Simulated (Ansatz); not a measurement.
# C2H4FN: rotation by 120° about the C1–N2 bond

Wanted: the energy profile along the rotation by 120° about the C1–N2 bond, from relaxed end points and a band of images. SMILES of the start: CN=CF.

Method: RKS PBE0-D4/def2-SVP, in Ansatz 0.2.0.

### 1 Starting point

Bond lengths: C1–N2 1.394 Å, N2–C3 1.295 Å, C3–F4 1.232 Å, C1–H5 1.129 Å, C1–H6 1.141 Å, C1–H7 1.123 Å, C3–H8 1.127 Å. Angles: C1–N2–C3 112.8°, N2–C1–H5 114.6°, N2–C1–H6 113.9°, N2–C1–H7 111.8°, H5–C1–H6 106.1°, H5–C1–H7 105.9°, H6–C1–H7 103.8°, N2–C3–F4 121.7°, N2–C3–H8 116.2°, F4–C3–H8 122.2°.

Structure file:

```xyz
8

C     0.0300    0.8977   -0.3263
N     0.8172   -0.0984    0.2503
C     0.1647   -1.1979    0.4552
F    -1.0261   -1.3087    0.1575
H    -0.4062    0.6282   -1.3322
H    -0.8501    1.2240    0.3223
H     0.6101    1.8461   -0.4871
H     0.7526   -2.0482    0.9044
```

### 2 Relaxing end A

Contents of input.yaml:

```yaml
crystal:
  periodic: [false, false, false]
  atoms:
    - { symbol: C, position_ang: [0.03, 0.8977, -0.3263] }
    - { symbol: "N", position_ang: [0.8172, -0.0984, 0.2503] }
    - { symbol: C, position_ang: [0.1647, -1.1979, 0.4552] }
    - { symbol: F, position_ang: [-1.0261, -1.3087, 0.1575] }
    - { symbol: H, position_ang: [-0.4062, 0.6282, -1.3322] }
    - { symbol: H, position_ang: [-0.8501, 1.224, 0.3223] }
    - { symbol: H, position_ang: [0.6101, 1.8461, -0.4871] }
    - { symbol: H, position_ang: [0.7526, -2.0482, 0.9044] }
basis:
  gaussian: { orbitals: def2-SVP }
hamiltonian:
  xc: pbe0
  dispersion: d4
relax:
  f_tol: 0.015
  max_steps: 40
output:
  orbitals: {}
```

Started as:

```sh
$ ansatz run input.yaml --threads 1 --pin off --max-ram 2048MiB --backend cpu --events-out ev --progress --plain --runs-dir out
```

Output (excerpt; [...] marks lines left out):

```text
Warning: RAYON_NUM_THREADS=1 ignored (pool sized by the plan → 1); use --threads N
[...]
Functional definition: PBE0
[...]
855 factors; integrals over basis functions are off by at most 3.0e-4 eV
[...]
mean field -6333.17640800 eV, -232.7399402130 hartree, gradient 5.5e-5 eV, S^2 0.000000; 0 other end points of the search recorded, 0 dependent functions left out
[...]
reference -6333.17642747 eV, -232.7399409284 hartree; 16, 16 occupied and 60, 60 virtual orbitals, 855 factors
relax step   1: F+E_penalty+E_count = -6333.26396877 eV  Δ(F+E_penalty+E_count) = +0.000e0 eV  max|allowed force component| = 7.289e0 eV/Å  Δτ_max = 0.0000 Å  (24 SCF iters, accepted)
[...]
relax step   5: F+E_penalty+E_count = -6333.78844517 eV  Δ(F+E_penalty+E_count) = -5.248e-2 eV  max|allowed force component| = 7.945e-1 eV/Å  Δτ_max = 0.0975 Å  (30 SCF iters, accepted)
[...]
relax step   9: F+E_penalty+E_count = -6333.83160746 eV  Δ(F+E_penalty+E_count) = -2.156e-2 eV  max|allowed force component| = 1.308e-1 eV/Å  Δτ_max = 0.1741 Å  (29 SCF iters, accepted)
[...]
relax step  13: F+E_penalty+E_count = -6333.83764204 eV  Δ(F+E_penalty+E_count) = -7.245e-4 eV  max|allowed force component| = 1.007e-2 eV/Å  Δτ_max = 0.0320 Å  (26 SCF iters, accepted)
[...]
relax step  15: F+E_penalty+E_count = -6333.83769001 eV  Δ(F+E_penalty+E_count) = -4.797e-5 eV  max|allowed force component| = 4.406e-2 eV/Å  Δτ_max = 0.0215 Å  (24 SCF iters, accepted)
[...]
relax step  16: F+E_penalty+E_count = -6333.83780757 eV  Δ(F+E_penalty+E_count) = -1.176e-4 eV  max|allowed force component| = 1.370e-2 eV/Å  Δτ_max = 0.0124 Å  (24 SCF iters, accepted)
855 factors; integrals over basis functions are off by at most 3.6e-4 eV
mean field -6333.75198318 eV, -232.7610922105 hartree, gradient 3.3e-5 eV, S^2 0.000000; 1 other end points of the search recorded, 0 dependent functions left out
[...]
reference -6333.75200379 eV, -232.7610929680 hartree; 16, 16 occupied and 60, 60 virtual orbitals, 855 factors
Total energy: -6333.83782819 eV, -232.7642469563 hartree
Atom 0 at    -0.010890     0.934022    -0.452174 Å, force     0.005629     0.005030    -0.009904 eV/Å
Atom 1 at     0.731139    -0.256467    -0.133407 Å, force    -0.010539    -0.005023     0.012740 eV/Å
Atom 2 at     0.216757    -1.198976     0.496421 Å, force    -0.000944     0.002578    -0.002535 eV/Å
Atom 3 at    -1.048213    -1.231210     0.943468 Å, force     0.013697     0.004819    -0.004930 eV/Å
Atom 4 at    -0.008358     1.072865    -1.545131 Å, force    -0.000254     0.000865     0.011209 eV/Å
Atom 5 at    -1.053759     0.938084    -0.094867 Å, force     0.000080     0.000360     0.000010 eV/Å
Atom 6 at     0.514344     1.805016    -0.028742 Å, force    -0.005432    -0.008698    -0.004954 eV/Å
Atom 7 at     0.751181    -2.120535     0.758531 Å, force    -0.002237     0.000070    -0.001636 eV/Å
Dipole moment:    -0.054224     0.037220     0.000918 e Å
```

Run time: 39 s. Hardware: 1 thread of Arm Neoverse V1, shared host; peak memory 0.14 GiB.

The steps of the relaxation:

```csv
step,energy from step 1 (eV),largest force component (eV/Å)
1,0.0000,7.2886
2,-0.3951,3.1644
3,-0.4720,0.9874
4x,-0.4316,1.4597
5,-0.5245,0.7945
6,-0.5407,0.1053
7,-0.5447,0.0863
8,-0.5461,0.5189
9,-0.5676,0.1308
10,-0.5721,0.0453
11x,-0.5721,0.2701
12,-0.5729,0.0426
13,-0.5737,0.0101
14x,-0.5735,0.0633
15,-0.5737,0.0441
16,-0.5738,0.0137
```

Step 1 is the start. 3 steps were tried and not accepted (marked x).

After: Bond lengths: C1–N2 1.439 Å, N2–C3 1.245 Å, C3–F4 1.342 Å, C1–H5 1.102 Å, C1–H6 1.102 Å, C1–H7 1.102 Å, C3–H8 1.097 Å. Angles: C1–N2–C3 121.7°, N2–C1–H5 108.8°, N2–C1–H6 114.8°, N2–C1–H7 108.9°, H5–C1–H6 108.9°, H5–C1–H7 106.3°, H6–C1–H7 108.9°, N2–C3–F4 125.2°, N2–C3–H8 123.8°, F4–C3–H8 111.1°.

### 3 End point B

The second end starts from a geometry with the move made by hand.

Contents of input.yaml:

```yaml
crystal:
  periodic: [false, false, false]
  atoms:
    - { symbol: C, position_ang: [0.03, 0.8977, -0.3263] }
    - { symbol: "N", position_ang: [0.8172, -0.0984, 0.2503] }
    - { symbol: C, position_ang: [1.83536, -0.42019, -0.48213] }
    - { symbol: F, position_ang: [2.04812, 0.12176, -1.56837] }
    - { symbol: H, position_ang: [-0.4062, 0.6282, -1.3322] }
    - { symbol: H, position_ang: [-0.8501, 1.224, 0.3223] }
    - { symbol: H, position_ang: [0.6101, 1.8461, -0.4871] }
    - { symbol: H, position_ang: [2.52073, -1.20966, -0.06091] }
basis:
  gaussian: { orbitals: def2-SVP }
hamiltonian:
  xc: pbe0
  dispersion: d4
relax:
  f_tol: 0.015
  max_steps: 40
```

Started as:

```sh
$ ansatz run input.yaml --threads 1 --pin off --max-ram 2048MiB --backend cpu --events-out ev --progress --plain --runs-dir out
```

Output (excerpt; [...] marks lines left out):

```text
Warning: RAYON_NUM_THREADS=1 ignored (pool sized by the plan → 1); use --threads N
[...]
[... 1 set-up line as earlier in the session ...]
[...]
855 factors; integrals over basis functions are off by at most 3.0e-4 eV
[...]
mean field -6333.16511008 eV, -232.7395250219 hartree, gradient 5.5e-5 eV, S^2 0.000000; 0 other end points of the search recorded, 0 dependent functions left out
[...]
reference -6333.16512944 eV, -232.7395257333 hartree; 16, 16 occupied and 60, 60 virtual orbitals, 855 factors
relax step   1: F+E_penalty+E_count = -6333.25266099 eV  Δ(F+E_penalty+E_count) = +0.000e0 eV  max|allowed force component| = 6.926e0 eV/Å  Δτ_max = 0.0000 Å  (24 SCF iters, accepted)
[...]
relax step   4: F+E_penalty+E_count = -6333.76988258 eV  Δ(F+E_penalty+E_count) = -2.238e-3 eV  max|allowed force component| = 6.320e-1 eV/Å  Δτ_max = 0.0282 Å  (24 SCF iters, accepted)
[...]
relax step   7: F+E_penalty+E_count = -6333.80176319 eV  Δ(F+E_penalty+E_count) = -2.817e-2 eV  max|allowed force component| = 4.209e-2 eV/Å  Δτ_max = 0.0442 Å  (25 SCF iters, accepted)
[...]
relax step  10: F+E_penalty+E_count = -6333.80185741 eV  Δ(F+E_penalty+E_count) = -6.701e-6 eV  max|allowed force component| = 6.028e-3 eV/Å  Δτ_max = 0.0015 Å  (19 SCF iters, accepted)
[...]
relax step  13: F+E_penalty+E_count = -6333.80203808 eV  Δ(F+E_penalty+E_count) = -4.515e-5 eV  max|allowed force component| = 1.815e-1 eV/Å  Δτ_max = 0.0595 Å  (24 SCF iters, accepted)
[...]
relax step  14: F+E_penalty+E_count = -6333.80260144 eV  Δ(F+E_penalty+E_count) = -5.634e-4 eV  max|allowed force component| = 1.816e-1 eV/Å  Δτ_max = 0.0137 Å  (24 SCF iters, accepted)
[...]
855 factors; integrals over basis functions are off by at most 2.8e-4 eV
mean field -6333.72892589 eV, -232.7602448709 hartree, gradient 3.3e-5 eV, S^2 0.000000; 0 other end points of the search recorded, 0 dependent functions left out
[...]
reference -6333.72894644 eV, -232.7602456261 hartree; 16, 16 occupied and 60, 60 virtual orbitals, 855 factors
```

### 4 The output, continued: end point B relaxed

The log, continued (excerpt; [...] marks lines left out):

```text
relax step  15: F+E_penalty+E_count = -6333.81498970 eV  Δ(F+E_penalty+E_count) = -1.239e-2 eV  max|allowed force component| = 1.596e-1 eV/Å  Δτ_max = 0.2000 Å  (29 SCF iters, accepted)
[...]
relax step  17: F+E_penalty+E_count = -6333.82164289 eV  Δ(F+E_penalty+E_count) = -6.653e-3 eV  max|allowed force component| = 1.072e-1 eV/Å  Δτ_max = 0.0994 Å  (28 SCF iters, accepted)
[...]
relax step  19: F+E_penalty+E_count = -6333.82931084 eV  Δ(F+E_penalty+E_count) = -3.341e-4 eV  max|allowed force component| = 4.724e-1 eV/Å  Δτ_max = 0.1463 Å  (28 SCF iters, accepted)
[...]
relax step  21: F+E_penalty+E_count = -6333.83761893 eV  Δ(F+E_penalty+E_count) = -6.161e-4 eV  max|allowed force component| = 1.815e-2 eV/Å  Δτ_max = 0.0339 Å  (25 SCF iters, accepted)
[...]
reference -6333.75201104 eV, -232.7610932343 hartree; 16, 16 occupied and 60, 60 virtual orbitals, 855 factors
Total energy: -6333.83783990 eV, -232.7642473867 hartree
Atom 0 at     0.047796     1.053733    -0.330584 Å, force     0.004459    -0.003740     0.000659 eV/Å
Atom 1 at     1.079498     0.240820     0.256392 Å, force    -0.003423     0.002665    -0.003493 eV/Å
Atom 2 at     1.822564    -0.475840    -0.438937 Å, force     0.002596    -0.001714     0.002247 eV/Å
Atom 3 at     1.763617    -0.582432    -1.775083 Å, force     0.000050     0.000033    -0.000313 eV/Å
Atom 4 at    -0.024615     0.986884    -1.428597 Å, force     0.000031    -0.000030     0.001456 eV/Å
Atom 5 at    -0.921726     0.770063     0.108215 Å, force    -0.001277    -0.000541     0.000434 eV/Å
Atom 6 at     0.218877     2.104446    -0.048270 Å, force     0.000124     0.001703     0.000199 eV/Å
Atom 7 at     2.619200    -1.108165    -0.027545 Å, force    -0.002562     0.001623    -0.001187 eV/Å
Dipole moment:    -0.034087     0.023161    -0.051427 e Å
```

Run time: 59 s. Hardware: 1 thread of Arm Neoverse V1, shared host; peak memory 0.24 GiB.

The steps of the relaxation:

```csv
step,energy from step 1 (eV),largest force component (eV/Å)
1,0.0000,6.9256
2,-0.4057,3.0158
3,-0.5150,0.6775
4,-0.5172,0.6320
5,-0.5209,0.6837
6x,-0.5084,0.9844
7,-0.5491,0.0421
8,-0.5492,0.0095
9,-0.5492,0.0063
10,-0.5492,0.0060
11,-0.5492,0.0099
12,-0.5493,0.0504
13,-0.5494,0.1815
14,-0.5499,0.1816
15,-0.5623,0.1596
16x,-0.5515,0.8257
17,-0.5690,0.1072
18,-0.5763,0.1167
19,-0.5766,0.4724
20,-0.5843,0.0236
21,-0.5850,0.0181
22,-0.5851,0.0319
23x,-0.5848,0.0462
24,-0.5852,0.0045
```

Step 1 is the start. 3 steps were tried and not accepted (marked x).

After: Bond lengths: C1–N2 1.439 Å, N2–C3 1.245 Å, C3–F4 1.342 Å, C1–H5 1.102 Å, C1–H6 1.101 Å, C1–H7 1.101 Å, C3–H8 1.097 Å. Angles: C1–N2–C3 121.7°, N2–C1–H5 114.8°, N2–C1–H6 108.9°, N2–C1–H7 108.8°, H5–C1–H6 108.9°, H5–C1–H7 108.9°, H6–C1–H7 106.3°, N2–C3–F4 125.2°, N2–C3–H8 123.8°, F4–C3–H8 111.1°.

### 5 The band

crystal.atoms is end A as relaxed above, and neb.final_atoms is end B, turned to lie on A. With 7 inner images the band has 9 in all.

Contents of input.yaml:

```yaml
crystal:
  periodic: [false, false, false]
  atoms:
    - { symbol: C, position_ang: [-0.01089, 0.934022, -0.452174] }
    - { symbol: "N", position_ang: [0.731139, -0.256467, -0.133407] }
    - { symbol: C, position_ang: [0.216757, -1.198976, 0.496421] }
    - { symbol: F, position_ang: [-1.048213, -1.23121, 0.943468] }
    - { symbol: H, position_ang: [-0.008358, 1.072865, -1.545131] }
    - { symbol: H, position_ang: [-1.053759, 0.938084, -0.094867] }
    - { symbol: H, position_ang: [0.514344, 1.805016, -0.028742] }
    - { symbol: H, position_ang: [0.751181, -2.120535, 0.758531] }
basis:
  gaussian: { orbitals: def2-SVP }
hamiltonian:
  xc: pbe0
  dispersion: d4
neb:
  order_check: false
  images: 7
  f_tol: 0.05
  max_iterations: 60
  initial_path: idpp
  final_atoms:
    - { symbol: C, position_ang: [-0.06000876, 0.9892986, -0.30089855] }
    - { symbol: "N", position_ang: [0.49573506, 0.00959262, 0.59414468] }
    - { symbol: C, position_ang: [0.21739227, -1.19950271, 0.49492358] }
    - { symbol: F, position_ang: [-0.60507609, -1.73020923, -0.42269241] }
    - { symbol: H, position_ang: [-0.74039044, 0.5822153, -1.06686765] }
    - { symbol: H, position_ang: [-0.60057004, 1.74528223, 0.29009078] }
    - { symbol: H, position_ang: [0.76385337, 1.52080768, -0.80261261] }
    - { symbol: H, position_ang: [0.62126563, -1.9746855, 1.15801118] }
```

Started as:

```sh
$ ansatz run input.yaml --threads 1 --pin off --max-ram 2048MiB --backend cpu --events-out ev --progress --plain --runs-dir out
```

Output (excerpt; [...] marks lines left out):

```text
Warning: RAYON_NUM_THREADS=1 ignored (pool sized by the plan → 1); use --threads N
[...]
[... 1 set-up line as earlier in the session ...]
[...]
852 factors; integrals over basis functions are off by at most 3.4e-4 eV
[...]
mean field -6333.75197216 eV, -232.7610918057 hartree, gradient 6.5e-5 eV, S^2 0.000000; 0 other end points of the search recorded, 0 dependent functions left out
[...]
reference -6333.75199287 eV, -232.7610925666 hartree; 16, 16 occupied and 60, 60 virtual orbitals, 852 factors
852 factors; integrals over basis functions are off by at most 5.4e-4 eV
[...]
mean field -6333.75198553 eV, -232.7610922968 hartree, gradient 6.5e-5 eV, S^2 0.000000; 0 other end points of the search recorded, 0 dependent functions left out
[...]
reference -6333.75200588 eV, -232.7610930449 hartree; 16, 16 occupied and 60, 60 virtual orbitals, 852 factors
[...]
NEB iter   6: max|band force component| = 4.647e-2 eV/Å  barrier→ = 0.0360 eV  barrier← = 0.0360 eV  CI = image 4  Δτ_max = 0.0000 Å  (338 SCF iters)
Total energy: -6333.80181646 eV, -232.7629235498 hartree
Atom 0 at    -0.010513     1.012768    -0.211504 Å, force     0.001183    -0.009195     0.002317 eV/Å
Atom 1 at     0.742822    -0.107120     0.300104 Å, force    -0.013430     0.007033    -0.005780 eV/Å
Atom 2 at     0.242031    -1.245975     0.321688 Å, force    -0.005079    -0.014232    -0.001159 eV/Å
Atom 3 at    -0.994146    -1.541857    -0.108316 Å, force     0.016235     0.011895     0.004615 eV/Å
Atom 4 at    -0.301636     0.862081    -1.264804 Å, force    -0.000149    -0.000302     0.001681 eV/Å
Atom 5 at    -0.939945     1.174860     0.360156 Å, force     0.001196    -0.000761    -0.001190 eV/Å
Atom 6 at     0.595311     1.926416    -0.149337 Å, force     0.002199     0.006240    -0.000366 eV/Å
Atom 7 at     0.758278    -2.138374     0.696111 Å, force    -0.002156    -0.000678    -0.000118 eV/Å
Dipole moment:    -0.082471    -0.002350    -0.031967 e Å
this run last wrote the band of iteration 6 to <dir>
```

Wall time 1.7 min (1 thread of Arm Neoverse V1, shared host); peak memory 0.24 GiB.

### 6 What the band shows

Images 0 and 8 are the ends. Energies count from image 0; the path length is the program's own measure over all atoms.

| image | path (Å) | energy (eV) | dihedral H5–C1–N2–C3 (°) | band force (eV/Å) |
| --- | --- | --- | --- | --- |
| 0 | 0.000 | 0.0000 | -122 | - |
| 1 | 0.326 | 0.0048 | -107 | 0.015 |
| 2 | 0.653 | 0.0170 | -91 | 0.046 |
| 3 | 0.979 | 0.0302 | -75 | 0.025 |
| 4* | 1.305 | 0.0360 | -60 | 0.016 |
| 5 | 1.632 | 0.0301 | -44 | 0.021 |
| 6 | 1.959 | 0.0169 | -29 | 0.040 |
| 7 | 2.285 | 0.0047 | -15 | 0.015 |
| 8 | 2.612 | 0.0000 | 0 | - |

The star marks the climbing image.

image, energy (eV) and a bar:
```
        0      0.000 
        1      0.005 ####
        2      0.017 ##############
        3      0.030 #########################
        4      0.036 ##############################
        5      0.030 #########################
        6      0.017 ##############
        7      0.005 ####
        8      0.000
```

How the highest energy settled:

```csv
iteration,highest image above image 0 (eV),largest band force (eV/Å)
1,0.1086,0.961
2,0.0478,0.503
3,0.0505,0.778
4,0.0369,0.209
5,0.0361,0.124
6,0.0360,0.046
```

Positions of all images (Å):

```xyz
8
image=0 dE=0.0000
C    -0.011    0.934   -0.452
N     0.731   -0.256   -0.133
C     0.217   -1.199    0.496
F    -1.048   -1.231    0.943
H    -0.008    1.073   -1.545
H    -1.054    0.938   -0.095
H     0.514    1.805   -0.029
H     0.751   -2.121    0.759
8
image=1 dE=0.0048
C     0.000    0.962   -0.387
N     0.761   -0.207   -0.032
C     0.216   -1.216    0.451
F    -1.098   -1.340    0.696
H    -0.072    1.021   -1.485
H    -1.020    0.990    0.029
H     0.547    1.860   -0.062
H     0.758   -2.127    0.734
8
image=2 dE=0.0170
C     0.006    0.985   -0.323
N     0.774   -0.165    0.076
C     0.220   -1.229    0.405
F    -1.107   -1.426    0.430
H    -0.141    0.966   -1.416
H    -0.989    1.045    0.148
H     0.570    1.900   -0.092
H     0.759   -2.133    0.716
8
image=3 dE=0.0302
C     0.003    1.001   -0.264
N     0.772   -0.132    0.188
C     0.229   -1.238    0.362
F    -1.074   -1.489    0.157
H    -0.218    0.911   -1.341
H    -0.962    1.104    0.259
H     0.584    1.922   -0.121
H     0.758   -2.136    0.704
8
image=4 dE=0.0360
C    -0.011    1.013   -0.212
N     0.743   -0.107    0.300
C     0.242   -1.246    0.322
F    -0.994   -1.542   -0.108
H    -0.302    0.862   -1.265
H    -0.940    1.175    0.360
H     0.595    1.926   -0.149
H     0.758   -2.138    0.696
8
image=5 dE=0.0301
C    -0.037    1.021   -0.163
N     0.687   -0.091    0.403
C     0.260   -1.253    0.283
F    -0.871   -1.588   -0.358
H    -0.394    0.825   -1.188
H    -0.922    1.256    0.451
H     0.605    1.912   -0.175
H     0.764   -2.139    0.690
8
image=6 dE=0.0169
C    -0.076    1.025   -0.116
N     0.611   -0.085    0.492
C     0.283   -1.260    0.245
F    -0.707   -1.621   -0.586
H    -0.495    0.802   -1.111
H    -0.908    1.342    0.535
H     0.611    1.880   -0.196
H     0.773   -2.139    0.682
8
image=7 dE=0.0047
C    -0.125    1.023   -0.069
N     0.524   -0.091    0.569
C     0.312   -1.263    0.207
F    -0.514   -1.625   -0.787
H    -0.603    0.785   -1.033
H    -0.895    1.424    0.610
H     0.608    1.830   -0.219
H     0.785   -2.140    0.667
8
image=8 dE=0.0000
C    -0.157    1.019   -0.055
N     0.456   -0.095    0.618
C     0.324   -1.261    0.205
F    -0.379   -1.622   -0.879
H    -0.742    0.753   -0.951
H    -0.813    1.547    0.655
H     0.628    1.737   -0.342
H     0.776   -2.135    0.691
```

### 7 Vibrations at the top

The geometry is the highest inner image of the first converged band.

Contents of input.yaml:

```yaml
crystal:
  periodic: [false, false, false]
  atoms:
    - { symbol: C, position_ang: [-0.010513, 1.012768, -0.211504] }
    - { symbol: "N", position_ang: [0.742822, -0.10712, 0.300104] }
    - { symbol: C, position_ang: [0.242031, -1.245975, 0.321688] }
    - { symbol: F, position_ang: [-0.994146, -1.541857, -0.108316] }
    - { symbol: H, position_ang: [-0.301636, 0.862081, -1.264804] }
    - { symbol: H, position_ang: [-0.939945, 1.17486, 0.360156] }
    - { symbol: H, position_ang: [0.595311, 1.926416, -0.149337] }
    - { symbol: H, position_ang: [0.758278, -2.138374, 0.696111] }
basis:
  gaussian: { orbitals: def2-SVP }
hamiltonian:
  xc: pbe0
  dispersion: d4
phonons: {}
```

Started as:

```sh
$ ansatz run input.yaml --threads 1 --pin off --max-ram 2048MiB --backend cpu --events-out ev --progress --plain --runs-dir out
```

Output (excerpt; [...] marks lines left out):

```text
Warning: RAYON_NUM_THREADS=1 ignored (pool sized by the plan → 1); use --threads N
[...]
[... 1 set-up line as earlier in the session ...]
[...]
852 factors; integrals over basis functions are off by at most 3.2e-4 eV
[...]
mean field -6333.71550997 eV, -232.7597518449 hartree, gradient 6.1e-5 eV, S^2 0.000000; 0 other end points of the search recorded, 0 dependent functions left out
[...]
reference -6333.71553032 eV, -232.7597525926 hartree; 16, 16 occupied and 60, 60 virtual orbitals, 852 factors
[...]
852 factors; integrals over basis functions are off by at most 3.2e-4 eV
[...]
mean field -6333.71534483 eV, -232.7597457759 hartree, gradient 2.4e-6 eV, S^2 0.000000; 0 other end points of the search recorded, 0 dependent functions left out
[...]
reference -6333.71536516 eV, -232.7597465231 hartree; 16, 16 occupied and 60, 60 virtual orbitals, 852 factors
[...]
852 factors; integrals over basis functions are off by at most 3.2e-4 eV
[...]
WARN: phonons: modes at or below zero, which the zero-point energy, F, S and C_V leave out: 1, the lowest at -130.60 cm⁻¹. A minimum has none, and a first-order saddle one
[...]
Total energy: -6333.80181550 eV, -232.7629235146 hartree
Atom 0 at    -0.010513     1.012768    -0.211504 Å, force     0.001517    -0.009601     0.002535 eV/Å
Atom 1 at     0.742822    -0.107120     0.300104 Å, force    -0.013562     0.007174    -0.005855 eV/Å
Atom 2 at     0.242031    -1.245975     0.321688 Å, force    -0.005002    -0.014295    -0.001123 eV/Å
Atom 3 at    -0.994146    -1.541857    -0.108316 Å, force     0.016225     0.011856     0.004618 eV/Å
Atom 4 at    -0.301636     0.862081    -1.264804 Å, force    -0.000296    -0.000096     0.001640 eV/Å
Atom 5 at    -0.939945     1.174860     0.360156 Å, force     0.001090    -0.000611    -0.001318 eV/Å
Atom 6 at     0.595311     1.926416    -0.149337 Å, force     0.002172     0.006227    -0.000390 eV/Å
Atom 7 at     0.758278    -2.138374     0.696111 Å, force    -0.002144    -0.000654    -0.000107 eV/Å
Dipole moment:    -0.082471    -0.002350    -0.031967 e Å
Vibrations: -130.60 241.41 493.15 742.45 934.57 1013.20 1109.33 1116.65 1160.20 1373.88 1417.07 1460.54 1477.90 1854.30 3041.21 3122.91 3165.78 3210.63 cm⁻¹, zero-point energy 1.669768 eV
```

It took 74 s on 1 thread of Arm Neoverse V1, shared host; peak memory 0.24 GiB.

Of 18 modes, 1 is imaginary by more than 30 cm⁻¹ (131i cm⁻¹).

### 8 Summary of results

| quantity | value |
| --- | --- |
| end A | 12 moves, 0.574 eV lower |
| end B | 20 moves, 0.585 eV lower |
| barrier forwards | 0.036 eV |
| barrier backwards | 0.036 eV |
| second end relative to first | 0.000 eV |
| highest image | 4 of 0 to 8, climbing |
| band iterations | 6 |
| imaginary modes at the top | 131i cm⁻¹ |

In words: The barrier from the first end is 0.036 eV, 1.4 times kT at 300 K. The two ends lie within 1 meV of each other. The listed dihedral goes from -122° at end A through -60° at the highest image to 0° at end B. One imaginary mode, as a first-order saddle point has. These are electronic energies, with no zero-point or thermal terms.
